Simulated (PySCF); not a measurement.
# AsF⁺, sextet in cc-pVDZ: errors against RCCSDT

Geometry: that of the AsF⁺, quartet, kept fixed.

| atom | x (Å) | y (Å) | z (Å) |
| --- | --- | --- | --- |
| F | 0.0000 | 0.0000 | 0.0000 |
| As | 0.0000 | 0.0000 | 1.7842 |

Basis cc-pVDZ; PySCF 2.14.0. Only valence electrons are correlated (noble-gas cores and the filled d shells of p-block atoms frozen), which leaves 11 electrons in 26 orbitals. Prefix R: restricted or restricted open-shell reference; prefix U: unrestricted. No spin–orbit coupling is included, and no scalar relativity.

Full CI isn't at hand for all of this; RCCSDT serves as the reference. It lacks quadruple excitations, which often exceed the step from CCSD(T) to CCSDT. The frozen core follows each run's orbitals, which can shift R against U totals by a few meV for light atoms and by up to 0.1 eV past Ca.

```
UHF ⟨S²⟩                          : 8.758
T1 diagnostic (ROHF- or RHF-based CCSD)             : 0.0188
largest doubles amplitude (ROHF- or RHF-based CCSD) : 0.051
```

```csv
level,E − E(RCCSDT) (kcal/mol),share of correlation (%),wall time
RHF,121.67,0.00,–
RMP2,12.25,89.93,–
RCCSD,1.65,98.64,–
RCCSD(T),0.16,99.87,2.4 s
```

The correlation energy at RCCSDT, counted from RHF, is -5.276 eV. That run took 2.1 min on 1 thread of AMD EPYC, shared host.

Run but not shown, since their state, orbitals or frozen core can't be matched to the reference's or they repeat it: UHF, UMP2, UCCSD, UCCSD(T).

Times are those of the correlated step on a shared host, with one SCF added for the restricted CCSD run; they ran on 1 thread of AMD EPYC.
